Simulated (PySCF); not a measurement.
Geometry:
```json
{"atom": "O1", "x (Å)": "0.004", "y (Å)": "0.379", "z (Å)": "-0.003"}
{"atom": "H2", "x (Å)": "-0.769", "y (Å)": "-0.190", "z (Å)": "-0.011"}
{"atom": "H3", "x (Å)": "0.776", "y (Å)": "-0.192", "z (Å)": "0.001"}
```

Geometry: GFN2-xTB; GIAO absolute shieldings from PySCF 2.14, gas phase, non-relativistic, averaged over equivalent atoms.

At B97-D/aug-pcSseg-1 (44 basis functions, 0.43 s wall time on 1 thread of an Intel Xeon, shared host):
```
atoms  σ (ppm)
   O1    322.2
H2/H3    31.04
```

Problem. What do these become at wB97X/def2-TZVPP?

Solution. 
```
atoms  σ at wB97X/def2-TZVPP  change
   O1                  333.9   +11.7
H2/H3                  31.04   +0.00
```

The largest change is at O1 (oxygen bonded to 2 H). Cost: 59 basis functions, 0.54 s wall time on 1 thread of an Intel Xeon, shared host.
